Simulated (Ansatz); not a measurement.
# Molecular dynamics, step by step

HS$_{2}$ (SMILES [S-]S) (charge -1), closed shell, PBE0-D4/def2-SVPD (Ansatz 0.2.0). Settings (timestep in fs, temperature in K; T counts 3 degrees of freedom):

```yaml
hamiltonian: {xc: pbe0, dispersion: d4}
md: {n_steps: 30, timestep: 0.5, temperature: 300, ensemble: nve, seed: 519, initial_velocities: maxwell_boltzmann}
```

Start (the SMILES describes the start alone):

S1  (1.067, 0.818, 0.676)
S2  (-0.003, -0.736, -0.081)
H3  (-1.065, -0.082, -0.595)
(Å)

```
step  time (fs)  potential energy less the start (meV)  kinetic energy (meV)  T (K)
   0       0.00                                    0.0                  38.8    300
   2       1.00                                    4.7                  34.1    264
   4       2.00                                    8.1                  30.7    238
   6       3.00                                    9.0                  29.8    231
   8       4.00                                    9.2                  29.6    229
  10       5.00                                   11.1                  27.7    214
  12       6.00                                   15.5                  23.3    180
  14       7.00                                   20.8                  18.0    139
  16       8.00                                   24.4                  14.5    112
  18       9.00                                   24.1                  14.7    114
  20      10.00                                   20.2                  18.6    144
  22      11.00                                   14.4                  24.4    189
  24      12.00                                    9.2                  29.5    228
  26      13.00                                    5.7                  33.1    256
  28      14.00                                    2.4                  36.4    282
  30      15.00                                   -3.4                  42.3    327
```

Step 4, positions (Å) and forces (eV/Å):

| atom | x | y | z | Fx | Fy | Fz |
| --- | --- | --- | --- | --- | --- | --- |
| S1 | 1.067 | 0.816 | 0.676 | 0.706 | 1.007 | 0.498 |
| S2 | -0.002 | -0.732 | -0.080 | -0.256 | -1.248 | -0.276 |
| H3 | -1.075 | -0.122 | -0.605 | -0.450 | 0.241 | -0.222 |

Step 16, positions (Å) and forces (eV/Å):

```json
{"atom": "S1", "x": "1.069", "y": "0.815", "z": "0.677", "Fx": "0.481", "Fy": "0.979", "Fz": "0.371"}
{"atom": "S2", "x": "-0.002", "y": "-0.729", "z": "-0.080", "Fx": "-1.008", "Fy": "-1.002", "Fz": "-0.664"}
{"atom": "H3", "x": "-1.154", "y": "-0.202", "z": "-0.657", "Fx": "0.527", "Fy": "0.024", "Fz": "0.293"}
```

Step 26, positions (Å) and forces (eV/Å):

```csv
atom,x,y,z,Fx,Fy,Fz
S1,1.075,0.823,0.681,0.242,0.739,0.213
S2,-0.009,-0.736,-0.084,-0.088,-1.183,-0.176
H3,-1.134,-0.242,-0.651,-0.154,0.444,-0.037
```

Last step (30):

```
3
angstrom
S 1.0785 0.8280 0.6836
S -0.0120 -0.7410 -0.0867
H -1.1225 -0.2353 -0.6438
```

Hardware: 2 CPU threads of an Intel Xeon, shared host. Wall time about 91 s.
